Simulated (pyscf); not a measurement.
Routes from Cl–SiH(Cl)–Cl (SMILES Cl[SiH](Cl)Cl) + H₂O (SMILES O)

Candidate steps break at most two bonds and form at most two. Each was searched with GFN2-xTB (tblite) first. Structures and frequencies: ωB97X-D3(BJ)/def2-SVP in PySCF. Energies: ωB97M-D3(BJ)/def2-TZVP, eV, from the separated reactants, singlet surface; ΔG‡ with ideal gas, 1 atm, RRHO with modes under 100 cm⁻¹ raised to 100, one conformer, R ln 2 for chiral ones without a mode under 150 cm⁻¹.

```json
[
 {"products": "HCl + HO–SiH(Cl)–Cl", "type": "four-centre exchange", "ΔE‡": "0.74", "ΔE": "-0.18", "ΔG‡ 298 K": "1.13", "ΔG‡ 900 K": "2.04", "ν‡ (cm⁻¹)": "509i"},
 {"products": "HO–Si(Cl)(Cl)–Cl + H₂", "type": "four-centre exchange", "ΔE‡": "1.47", "ΔE": "-0.92", "ΔG‡ 298 K": "1.84", "ΔG‡ 900 K": "2.74", "ν‡ (cm⁻¹)": "1431i"}
]
```

Row 2: On the reactant side the descent ends in a complex (not fully relaxed), 0.18 eV under the separated species and 1.66 eV under the saddle at ωB97X-D3(BJ)/def2-TZVP. 

Plain bond fissions and candidates not yet searched are not listed, and one of them may be faster. Each barrier is that of the saddle found; lower ones may exist.
